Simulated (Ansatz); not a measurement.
`SBCl` and `SBS` differ in one atom or group.

Ansatz, PBE0-D4/def2-TZVP geometries, multiplicity 1. Each molecule was computed in one conformer, which needn't be the lowest.

| property | `SBCl` |
| --- | --- |
| HOMO energy (ωB97M-V/def2-TZVPP) / eV | -10.46 |
| LUMO energy (ωB97M-V/def2-TZVPP) / eV | 0.74 |
| HOMO energy (PBE/def2-TZVPP) / eV | -7.13 |
| zero-point energy (PBE0-D4/def2-TZVP) / kJ/mol | 62.4 |
| HOMO–LUMO gap (PBE0/def2-TZVPP) / eV | 7.02 |
| size of the dipole moment (B3LYP/def2-TZVPP) / D | 1.52 |

What does the change do to each property? (Estimate.)

Computed: 
| property | `SBS` | shift |
| --- | --- | --- |
| HOMO energy (ωB97M-V/def2-TZVPP) / eV | -9.67 | 0.79 |
| LUMO energy (ωB97M-V/def2-TZVPP) / eV | 1.06 | 0.32 |
| HOMO energy (PBE/def2-TZVPP) / eV | -6.43 | 0.70 |
| zero-point energy (PBE0-D4/def2-TZVP) / kJ/mol | 85.4 | 23.0 |
| HOMO–LUMO gap (PBE0/def2-TZVPP) / eV | 6.64 | -0.38 |
| size of the dipole moment (B3LYP/def2-TZVPP) / D | 0.75 | -0.77 |

With PBE0 the HOMO rises by 0.75 eV and the LUMO rises by 0.37 eV, so the gap narrows by about 0.38 eV. PBE moves the HOMO by 0.70 eV and ωB97M-V by 0.79 eV. The zero-point energy changes by 23.0 kJ/mol with +3 modes. Dipoles are sizes alone; their direction can turn.

B3LYP here is the variant with VWN-RPA as its local correlation; programs differ in this.
